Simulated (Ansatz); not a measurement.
The same path of CH5AlN (8 atoms, charge -1, multiplicity 1) was run 3 times with different band settings. The coordinate that changes most is the dihedral H6–Al2–N3–H8.

Computed with RKS PBE/def2-SVP (Ansatz 0.2.0).

Relaxed end points:

```xyz
8
Properties=species:S:1:pos:R:3
C -0.786 0.806 -1.221
Al -0.101 0.358 0.438
N 0.678 -1.274 0.934
H -0.810 0.150 -2.117
H -1.337 1.753 -1.400
H -0.056 1.348 1.753
H 1.568 -1.198 1.443
H 0.845 -1.943 0.170
```

```xyz
8
Properties=species:S:1:pos:R:3
C -0.667 0.877 -1.241
Al -0.136 0.339 0.449
N 1.030 -1.068 0.867
H -0.349 0.418 -2.201
H -1.263 1.798 -1.415
H -0.637 1.008 1.867
H 1.322 -1.659 0.077
H 0.700 -1.714 1.597
```

Common settings: movable images 9; spring 5.0 eV/Å²; start path IDPP; force threshold 0.05 eV/Å; end points relaxed.

| run | climbing image | optimiser | iteration limit |
| --- | --- | --- | --- |
| 1 | yes | quadratic models (default) | 60 |
| 2 | from the first iteration | fire | 60 |
| 3 | yes | quadratic models (default) | 10 |

(1) What does each run give, and how far can it be trusted?

Answers

(1) Run 1: converged after 6 iterations, highest image 0.055 eV above the first end. A vibrational analysis at the climbing image gives one clearly imaginary mode, 185i cm⁻¹: a first-order saddle point.
Run 2: converged after 21 iterations, highest image 0.057 eV above the first end. Another band between the same ends (9 images) ends at a top of the same energy, where a vibrational analysis finds 1 clearly imaginary mode.
Run 3: converged after 6 iterations, highest image 0.055 eV above the first end. Another band between the same ends (9 images) ends at a top of the same energy, where a vibrational analysis finds 1 clearly imaginary mode.
Limits of this set-up: an anion without diffuse functions, the dipole of an ion depends on the origin.
